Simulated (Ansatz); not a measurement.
SiN, doublet: the ladder up to full CI

Geometry: a point of a stretch scan, not a stationary point.

```xyz
2

Si    0.0000    0.0000    0.0000
N     0.0000    0.0000    2.4430
```

Basis 6-31G; Ansatz 0.2.0. Only valence electrons are correlated (noble-gas cores frozen), which leaves 9 electrons in 16 orbitals. Prefix R: restricted or restricted open-shell reference; prefix U: unrestricted. Active spaces: pair = (3e, 3o) about the gap.

Full CI is exact within this basis and frozen core; it isn't the basis-set limit. The frozen core follows each run's orbitals, which can shift R against U totals by a few meV.

Unrestricted rows (U) aren't spin-pure: their determinants' ⟨S²⟩ exceeds S(S+1) by up to 1.63, so they mix in states of higher spin. Coupled cluster chose its determinant by trial CCSD, here up to 0.54 eV above the lowest Hartree–Fock solution of its kind.

- UHF ⟨S²⟩: 2.693
- ⟨S²⟩ of the determinant under UCCSD: 2.378
- T1 diagnostic (RCCSD): 0.1389
- largest doubles amplitude (RCCSD): 0.348
- T1 diagnostic (UCCSD): 0.0775

**Question.** From what is known of these methods and the diagnostics, rank them by the size of their error in total energy against full CI in 6-31G, smallest first (an estimate: the text doesn't fix the numbers).
A. CASSCF (pair space)
B. UCCSDTQ
C. RCCSDT
D. UCCSDT(Q)
E. UCCSD(T)

**Answer.** B (0.36 mEh), D (1.15 mEh), C (2.11 mEh), E (4.59 mEh), A (137.56 mEh).

All errors are against full CI in 6-31G. With T1 at 0.139 and a doubles amplitude of 0.35 one determinant is a poor start. Within each family the higher level lies nearer, as is usual though not guaranteed.

The program itself flagged as in doubt: RCCSDT.

The full-CI state has the irrep B1 of C2v, in the program's axes (one component, if the state is degenerate).

Its occupations show that no single determinant describes this state well.

Natural occupations of full CI about the gap: 1.983 1.945 1.795 1.454 0.983 0.540 0.202 0.050 0.012 0.008; effectively unpaired electrons, Σ n²(2−n)², 2.54.
